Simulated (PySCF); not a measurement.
## Gas-phase XPS of `F/C=C\CF`, computed

Compound: C3H4F2.
SMILES with atom numbers: `[F:1]/[CH:2]=[CH:3]\[CH2:4][F:5]`

Geometry (PBE0-D3(BJ)/def2-SVP, Å), atoms numbered from 1 in this order:
```xyz
9
C3H4F2 angstrom
F      1.2079   -1.4129   -0.8855
C      1.3400   -0.2378   -0.2754
C      0.3012    0.4502    0.1886
C     -1.1176    0.0085    0.0878
F     -1.7293    0.0715    1.3177
H      2.3822    0.0884   -0.2122
H      0.5039    1.4118    0.6675
H     -1.6771    0.6664   -0.6017
H     -1.1784   -1.0229   -0.2939
```

Computed with delta-SCF UKS SCAN, pcX-2 on the ionised atom, pcseg-1 elsewhere, spin-free X2C (PySCF 2.14.0). These are vertical core ionisation energies against the vacuum level, from separate self-consistent calculations with and without the core hole.

Give the core binding energies atom by atom.

```tsv
atom(s)	environment	level	binding energy (eV)	above the level's lowest (eV)	count
F1	vinyl fluorine	F 1s	693.53	+1.10	1
C2	vinylic C–F carbon	C 1s	293.31	+2.23	1
C3	alkene CH carbon	C 1s	291.08	0.00	1
C4	sp3 C–F carbon	C 1s	293.46	+2.38	1
F5	alkyl fluorine	F 1s	692.43	0.00	1
```

Lowest listed C 1s: C3, bonded to C (double bond), C and H. Highest, 2.38 eV above it: C4, bonded to F, C and 2 H. The widest gap between neighbouring values is 2.23 eV, between 291.08 and 293.31 eV. Summing the Pauling electronegativity differences to the bonded atoms, each weighted by its formal bond order, gives -0.35 for the lowest site and +0.73 for the highest; the largest sum, +1.08, belongs to C2, 0.15 eV below the top.

Lowest listed F 1s: F5, bonded to C. Highest, 1.10 eV above it: F1, bonded to C. Summing the Pauling electronegativity differences to the bonded atoms, each weighted by its formal bond order, gives -1.43 for the lowest site and -1.43 for the highest; the sum is the same at every site.

What is the longest wavelength that can ionise F 1s of F5 vertically?

λ = hc/E = 12398.42 eV Å / 692.43 eV = 17.906 Å.

The structure is a single PBE0-D3(BJ)/def2-SVP conformer in the gas phase; no vibrational or solvent corrections.
